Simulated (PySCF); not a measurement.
Molecule: SMILES CCC1C[NH2+]C1, [C$_{5}$H$_{12}$N]+.

Numbering as in the mapped SMILES `[CH3:1][CH2:2][CH:3]1[CH2:4][NH2+:5][CH2:6]1` (H(Xn): hydrogen on atom n). Ha(C4), Ha(N5), Ha(C6) are cis to C2 on the ring; Hb(C4), Hb(N5), Hb(C6) are trans to C2 on the ring.

Geometry PBE0-D3(BJ)/def2-SVP throughout; GIAO in PySCF 2.14, gas phase, one conformer, non-relativistic; equivalent atoms averaged; basis pcSseg-1.

For orientation, LC-wPBE gives these absolute shieldings σ: C4/C6 129.9, C3 153.8, C2 161.2, C1 177.8, Hb(N5) 26.90, Hb(C4)/Hb(C6) 27.03, Ha(C4)/Ha(C6) 27.14, H(C3) 28.15, H(C1) 30.14 ppm.

A run gave: C4/C6 120.6, C3 142.7, C2 149.8, C1 169.8, Hb(N5) 26.71, Hb(C4)/Hb(C6) 26.82, Ha(C4)/Ha(C6) 27.01, H(C3) 27.97, H(C1) 30.11 ppm (absolute shieldings σ).

Which functional was used in that run?
A. mPW1PW91
B. KT3
C. PBE0
D. B97-2

## Answers

B. C3 tells them apart best: KT3 gives 142.7, mPW1PW91 gives 146.4, PBE0 gives 147.3, B97-2 gives 146.4 ppm.
